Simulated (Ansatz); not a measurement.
Two isomers of C3H5N: A = `CC=C=N`, B = `C=CN=C`.

Isolated molecules relaxed with PBE0-D4/def2-TZVP in Ansatz; ΔE leaves out vibrations. CCSD(T)/CBS adds triple-zeta CCSD(T) − MP2 to the extrapolated MP2 energy (def2 sets, frozen cores). Functionals use def2-TZVPP. B3LYP here is the variant with VWN-RPA as its local correlation; programs differ in this. One conformer a species, not always the lowest.

(1) Which isomer does CCSD(T)/CBS put lower? Give the gap. (Estimate.)

(2) Give E(B) − E(A) in kJ/mol with B3LYP-D4, CCSD(T)/def2-TZVPP, MP2/def2-TZVPP, ωB97M-V, B2PLYP, r2SCAN-D4, PBE-D4. (Best estimate.)

(3) Does the order hold for the free energy at 298.15 K (harmonic terms from PBE0-D4)? (An estimate is asked.)

Largest T1 diagnostic: 0.013.

Results:

(1) Computed: A, by 0.8 kJ/mol. So small a gap doesn't settle the order.

(2) Ansatz gave: B3LYP-D4 7.9, CCSD(T)/def2-TZVPP 1.1, MP2/def2-TZVPP 7.9, ωB97M-V 11.2, B2PLYP 8.0, r2SCAN-D4 16.2, PBE-D4 15.7. None reverses the order clearly.

(3) Ansatz gave: Yes: G(B) − G(A) = +2.8 kJ/mol, for one conformer each.

Leaving LDA and LC-ωPBE aside and taking each functional with its dispersion term where it has one, the values, not all of them listed here, spread over 11.8 kJ/mol, from BHLYP-D4 to r2SCAN-D4. At CCSD(T), def2-SVP lies −5.6 kJ/mol from the extrapolated value and def2-TZVPP +0.3 kJ/mol.
